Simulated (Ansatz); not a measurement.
Two structures of CH$_{7}$BO, singlet, reached by relaxing down either side of one saddle point (PBE0-D4/def2-TZVP). Energies are electronic, without zero-point energy. Ansatz 0.2.0; basis: def2-TZVPP and def2-QZVPP; cores frozen in the correlated methods. Extrapolation: Hartree–Fock as exp(−7.88 √X), correlation as X^−2.97. First:

```json
{"atom": "B1", "x (Å)": "-0.2228", "y (Å)": "-1.3119", "z (Å)": "-0.1469"}
{"atom": "H2", "x (Å)": "0.3370", "y (Å)": "-1.2253", "z (Å)": "-1.2200"}
{"atom": "H3", "x (Å)": "-1.4225", "y (Å)": "-1.1943", "z (Å)": "-0.1972"}
{"atom": "H4", "x (Å)": "0.1805", "y (Å)": "-2.2013", "z (Å)": "0.5630"}
{"atom": "H5", "x (Å)": "1.1953", "y (Å)": "-0.0517", "z (Å)": "0.8439"}
{"atom": "O6", "x (Å)": "0.2523", "y (Å)": "0.0335", "z (Å)": "0.6681"}
{"atom": "C7", "x (Å)": "-0.0167", "y (Å)": "1.2681", "z (Å)": "-0.0069"}
{"atom": "H8", "x (Å)": "0.3346", "y (Å)": "2.0963", "z (Å)": "0.6087"}
{"atom": "H9", "x (Å)": "0.4583", "y (Å)": "1.2718", "z (Å)": "-0.9894"}
{"atom": "H10", "x (Å)": "-1.0964", "y (Å)": "1.3150", "z (Å)": "-0.1235"}
```

Second:

```
10
angstrom
B -1.0838 -0.9625 0.7296
H 2.7724 -0.9179 -1.3931
H -2.1648 -0.4532 0.8720
H -0.8677 -2.1122 0.9798
H 2.1694 -0.9011 -0.9516
O -0.0537 -0.2388 0.2724
C -0.1784 1.1300 -0.0602
H 0.5070 1.7080 0.5626
H 0.1010 1.2646 -1.1068
H -1.2016 1.4832 0.0951
```

Which bonds change from the first to the second?

CH₄O ([CH3][OH]) + BH₃ → CH₅BO ([BH2][O][CH3]) + H₂; bonds formed: H2–H5; dative contacts that become bonds: B1–O6; bonds broken: B1–H2, H5–O6.

Give the saddle point's structure and its height above each. (To be estimated.)

The calculation gives: 110.1 kJ/mol above the first and 167.3 kJ/mol above the second (CCSD(T) at an estimated basis limit (MP2 extrapolated from triple and quadruple zeta, plus CCSD(T) − MP2 in triple zeta)).
B1  (-0.179, -1.199, 0.010)
H2  (0.937, -1.394, -0.714)
H3  (-1.049, -1.005, -0.789)
H4  (-0.243, -2.117, 0.771)
H5  (1.040, -0.568, -0.122)
O6  (0.346, 0.094, 0.702)
C7  (-0.121, 1.307, 0.141)
H8  (0.387, 2.132, 0.642)
H9  (0.082, 1.359, -0.935)
H10  (-1.200, 1.392, 0.293)
(Å)

No T1 diagnostic of these runs exceeds 0.015.

The step is the kind of ligand exchange by which a precursor binds to a hydroxyl group, or is hydrolysed, in atomic layer deposition of oxides.

Labels in which every atom is bracketed show which atoms are joined, not bond orders.

For scale, one of the runs: CCSD(T)/def2-TZVPP, 191 basis functions, launched by `ansatz run in.yaml --threads 2 --pin off --events-out ev --progress --plain --max-ram 4352MiB`. The run took 39 s on 2 CPU threads of an Arm Neoverse V2 (shared host), with 2.2 GiB of host memory at its peak.
